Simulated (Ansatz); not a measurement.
System: C4H5, charge 0, doublet. C4H5 (SMILES C1(=C)C[CH]1, doublet).
B3LYP-D3(BJ)/def2-TZVP minimum from Ansatz (a first-principles code):
```
C
C 1 1.3445
C 1 1.3564 2 151.48
H 2 1.0747 1 149.92 3 0.00
H 3 1.0811 1 121.15 2 180.00
H 3 1.0824 5 118.05 1 -180.00
C 2 1.4870 4 146.10 1 -180.00
H 7 1.0898 2 119.47 4 -73.81
H 7 1.0898 8 113.46 2 -149.46
```
Charge 0, spin multiplicity 2.

Total energies in cc-pVDZ, 21 correlated electrons, 4 frozen orbitals. Open shells are spin-unrestricted; no spin-orbit coupling. Cores are frozen in correlated methods. No relativity. The UHF reference of C4H5 (C=C1[CH]C1, doublet) is spin-contaminated (<S^2> up to 0.19 over the pure value in the sets run).

```csv
method,program,energy (Eh),minus CCSDT(Q) (mEh)
HF,Ansatz,-154.27557,568.87
MP2,Ansatz,-154.77052,73.92
CCSD,Ansatz,-154.82158,22.86
CCSD(T),Ansatz,-154.84150,2.94
CCSDT(Q),Ansatz,-154.84444,0.00
```

Rough core times of Ansatz's runs on a shared machine: CCSD(T) under 20 s, CCSDT(Q) 40 min.
